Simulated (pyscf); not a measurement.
# Concerted fragmentation: HO–Ge•(F)–F (SMILES [OH][Ge]([F])[F]) + H₂ (SMILES [H][H]) → F–Ge:–F (SMILES [F][Ge][F]) [singlet] + H• (SMILES [H]) + H₂O (SMILES O)

Gas phase, doublet surface, charge 0. Bonds broken: Ge2–O5, H4–H6. Bonds formed: O5–H6. Structures and frequencies: ωB97X-D3(BJ)/def2-SVP in PySCF.

Transition state (Å):

```xyz
7

F      0.2693     0.5113    -1.6566
Ge     0.0592     1.1346    -0.0143
F      0.9567    -0.0971     0.8661
H     -1.3242    -2.0013     0.7728
O     -1.6342     0.0430     0.1419
H     -1.4426    -1.1043     0.5743
H     -1.8992    -0.1383    -0.7824
```

One imaginary mode, 1962i cm⁻¹; descent along it reached the two sides named, in the forms told below.

```json
[
 {"bond": "Ge2–O5", "change": "breaks", "reactant side (Å)": "1.769", "saddle": "2.021", "product side": "2.250"},
 {"bond": "H4–H6", "change": "breaks", "reactant side (Å)": "0.761", "saddle": "0.926", "product side": "2.8"},
 {"bond": "O5–H6", "change": "forms", "reactant side (Å)": "2.537", "saddle": "1.241", "product side": "0.973"}
]
```

Electronic energies relative to the separated reactants (kcal/mol):

| level | barrier | reaction energy | reverse barrier |
|---|---|---|---|
| ωB97X-D3(BJ)/def2-TZVP | 39.9 | +38.3 | 1.5 |
| PBE/def2-TZVP | 25.5 | +35.7 | -10.3 |
| r²SCAN/def2-TZVP | 31.1 | +43.0 | -12.0 |
| B3LYP-D3(BJ)/def2-TZVP | 30.0 | +37.1 | -7.1 |
| PBE0-D3(BJ)/def2-TZVP | 33.1 | +37.5 | -4.4 |
| M06-2X/def2-TZVP | 44.1 | +44.5 | -0.4 |
| ωB97M-D3(BJ)/def2-TZVP | 37.9 | +35.1 | 2.8 |
| HF/def2-TZVP | 55.1 | +32.6 | 22.5 |

With ωB97M-D3(BJ)/def2-TZVP energies and thermal terms (ideal gas, 1 atm, RRHO with modes under 100 cm⁻¹ raised to 100, one conformer, R ln 2 for rigid chiral ones), in kcal/mol:

```
T (K)   ΔH‡   ΔG‡     ΔH     ΔG
-----  ----  ----  -----  -----
298    36.0  43.5  +34.3  +25.5
600    35.8  51.2  +33.8  +16.9
900    36.0  58.9  +33.1   +8.6
1200   36.4  66.5  +32.4   +0.5
```

On the product side the descent ends in an adduct with a Ge–O contact, 16.1 kcal/mol under the separated species and 17.6 kcal/mol under the saddle at ωB97X-D3(BJ)/def2-TZVP. At PBE, r²SCAN, B3LYP-D3(BJ), PBE0-D3(BJ), M06-2X the saddle lies under the separated products, which points to a path from their complex (located at ωB97X-D3(BJ) alone), and parting the products costs more than the saddle. What is counted as broken (Ge–O) persists as a longer contact in the product adduct; parting that adduct is a step of its own. One saddle was located; it need not be the lowest between these sides. Elements up to Kr have no core potential and no relativistic terms here.
